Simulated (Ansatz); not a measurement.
This geometry of H4S2Si (7 atoms, charge 0, multiplicity 1) is a first-order saddle point.

Method: Ansatz 0.2.0, RKS PBE0-D4/def2-SVP.

```xyz
7
Properties=species:S:1:pos:R:3
Si -0.931 0.588 -0.257
S 0.629 0.080 1.132
S 1.638 -1.317 -0.109
H -1.753 -0.609 -0.601
H -0.365 1.172 -1.508
H -1.744 1.596 0.480
H 2.587 -1.577 0.818
```

Q: Which two structures does it join? (They come from a converged band through this point; their orientation in space is the band's.)

A: No bond is made or broken. The dihedral Si1–S2–S3–H7 goes from 90 to -90°. The two ends are copies of one structure, up to a mirror image or an exchange of like atoms.

Image 0:

```xyz
7
Properties=species:S:1:pos:R:3
Si -0.834 0.531 -0.210
S 0.425 -0.072 1.436
S 1.399 -1.648 0.455
H -1.694 -0.604 -0.651
H -0.002 1.006 -1.353
H -1.673 1.651 0.313
H 2.440 -0.932 -0.035
```

Image 6:

```xyz
7
Properties=species:S:1:pos:R:3
Si -0.791 0.587 -0.232
S 0.654 0.219 1.329
S 2.044 -0.835 0.168
H -1.332 -0.703 -0.751
H -0.174 1.360 -1.347
H -1.881 1.380 0.412
H 1.541 -2.076 0.377
```

Q: How far does it lie above each of them?

A: 19.3 kJ/mol above the first and 19.3 kJ/mol above the second. This is the barrier of this one path; another mechanism may lie lower.

Time of the run: 80 s on 1 thread of Arm Neoverse V1, with other jobs on the host, peak memory 0.14 GiB.
